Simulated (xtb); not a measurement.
xtb input (GFN2-xTB):

```bash
xtb mol.xyz --gfn 2 --ohess tight --chrg -1 --uhf 0
```
mol.xyz:
```
10

C      0.00625079     0.25172633     0.62069620
C     -0.03061665     1.52113966    -0.22741671
C     -0.00213213    -1.01046034    -0.19610479
H     -0.90173296     0.22844179     1.29834396
H      0.91605087     0.18181369     1.33675065
H      0.01069511    -1.94238873     0.42836181
H      0.89949768     1.52586172    -0.87418101
H     -0.91167668     1.52528233    -0.85368718
H     -0.87532030    -1.09728596    -0.82284793
H      0.85172794    -1.04818207    -0.86320751
```

End of the output:

```
   ------------------------------------------------------------------------
       1    217.69    -0.58981 ( 99.72%)    -0.62027 (  0.28%)    -0.58989
   ------------------------------------------------------------------------

   temp. (K)  partition function   enthalpy   heat capacity  entropy
                                   cal/mol     cal/K/mol   cal/K/mol   J/K/mol
 298.15  VIB   2.62                 1051.549      8.813      5.445
         ROT  0.191E+05              888.752      2.981     22.567
         INT  0.500E+05             1940.301     11.794     28.012
         TR   0.274E+27             1481.254      4.968     37.192
         TOT                        3421.5548    16.7620    65.2030   272.8095

       T/K    H(0)-H(T)+PV         H(T)/Eh          T*S/Eh         G(T)/Eh
Note: The following floating-point exceptions are signalling: IEEE_DENORMAL
normal termination of xtb
   ------------------------------------------------------------------------
    298.15    0.545259E-02    0.899090E-01    0.309801E-01    0.589290E-01
   ------------------------------------------------------------------------

         :::::::::::::::::::::::::::::::::::::::::::::::::::::
         ::                  THERMODYNAMIC                  ::
         :::::::::::::::::::::::::::::::::::::::::::::::::::::
         :: total free energy          -9.999839676637 Eh   ::
         ::.................................................::
         :: total energy              -10.058768635361 Eh   ::
         :: zero point energy           0.084456434951 Eh   ::
         :: G(RRHO) w/o ZPVE           -0.025527476227 Eh   ::
         :: G(RRHO) contrib.            0.058928958724 Eh   ::
         :::::::::::::::::::::::::::::::::::::::::::::::::::::

optimized geometry written to: xtbopt.xyz

           -------------------------------------------------
          | TOTAL ENERGY              -10.058768635361 Eh   |
          | TOTAL ENTHALPY             -9.968859605692 Eh   |
          | TOTAL FREE ENERGY          -9.999839676637 Eh   |
          | GRADIENT NORM               0.000160705144 Eh/α |
          | HOMO-LUMO GAP               8.437852185527 eV   |
           -------------------------------------------------

------------------------------------------------------------------------
------------------------------------------------------------------------
 total:
 SCF:
 ANC optimizer:
 analytical hessian:
```

It need not be the lowest isomer of its formula. Whether it binds its extra electron was not tested at this geometry.
